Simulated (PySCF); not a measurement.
**AlSi⁻ (triplet): changing the method**

What do other methods print for AlSi⁻ (triplet)?

Computed with PySCF 2.14.0. Level: each script names its method and basis.

4 further runs of the same task are left out: 4 that didn't finish.

### Step 1. Where the work starts

AlSi⁻ (triplet): 2 atoms, charge -1, spin multiplicity 3.

Bond lengths: Al1–Si2 2.061 Å.

### Step 2. The run that the others are compared with

Input file input.py:

```python
from pyscf import gto, scf, cc

mol = gto.M(
    atom='Al 0 0 0; Si 0 0 2.061',
    basis='sbkjc',
    ecp={'Al': 'sbkjc', 'Si': 'sbkjc'},
    charge=-1,
    spin=2,
    verbose=3,
)
mf = scf.UHF(mol)
mf.kernel()
mycc = cc.CCSD(mf)
mycc.kernel()
mf.dip_moment()
print('orbital energies (hartree):', [e[max(0, n-3):n+3].round(4) for e, n in zip(mf.mo_energy, mol.nelec)])
```

Run with:

```sh
$ python input.py
```

### Step 3. MP2

Edit 1 changes step after the SCF: ccsd → mp2.

Edit input.py of step 2 so:

```diff
@@ -1,2 +1,2 @@
-from pyscf import gto, scf, cc
+from pyscf import gto, scf, mp
 
@@ -12,4 +12,3 @@
 mf.kernel()
-mycc = cc.CCSD(mf)
-mycc.kernel()
+mp.MP2(mf).kernel()
 mf.dip_moment()
```

### Step 4. SCF alone

Edit 2 changes step after the SCF: ccsd → none.

Edit input.py of step 2 so:

```diff
@@ -1,2 +1,2 @@
-from pyscf import gto, scf, cc
+from pyscf import gto, scf
 
@@ -12,4 +12,2 @@
 mf.kernel()
-mycc = cc.CCSD(mf)
-mycc.kernel()
 mf.dip_moment()
```

### Step 5. TDA

Edit 3 changes step after the SCF: ccsd → tda; number of roots: none → 4.

Edit input.py of step 2 so:

```diff
@@ -1,2 +1,2 @@
-from pyscf import gto, scf, cc
+from pyscf import gto, scf, tdscf
 
@@ -12,4 +12,6 @@
 mf.kernel()
-mycc = cc.CCSD(mf)
-mycc.kernel()
+td = tdscf.TDA(mf)
+td.nstates = 4
+td.kernel()
+td.analyze(verbose=3)
 mf.dip_moment()
```

### Step 6. 0.5*hf+0.5*b88,lyp (UKS)

Edit 4 changes functional: none (Hartree–Fock) → 0.5*hf+0.5*b88,lyp; SCF type: UHF → UKS; step after the SCF: ccsd → analyze.

Edit input.py of step 2 so:

```diff
@@ -1,2 +1,2 @@
-from pyscf import gto, scf, cc
+from pyscf import gto, dft
 
@@ -10,6 +10,5 @@
 )
-mf = scf.UHF(mol)
+mf = dft.UKS(mol, xc='0.5*hf+0.5*b88,lyp')
 mf.kernel()
-mycc = cc.CCSD(mf)
-mycc.kernel()
+mf.mulliken_pop()
 mf.dip_moment()
```

**Question.** What will these runs give? Wanted: for each run, E(SCF); from base; after the SCF.

**Answer**, as computed:

| run | E(SCF) (hartree) | from base (eV) | after the SCF |
| --- | --- | --- | --- |
| base | -5.555453 | 0 | CCSD correlation -2.113 eV |
| MP2 | -5.555453 | 0.0000 | MP2 correlation -1.451 eV |
| SCF alone | -5.555453 | 0.0000 | n/a |
| TDA | -5.555453 | 0.0000 | lowest root found 0.54 eV |
| 0.5*hf+0.5*b88,lyp (UKS) | -5.720509 | not comparable | n/a |

In words: On the same reference and core, CCSD gains 2.11 eV in 0.5 s; MP2 reaches 69 % of that in 0.47 s. A lower total energy from another functional means nothing by itself.
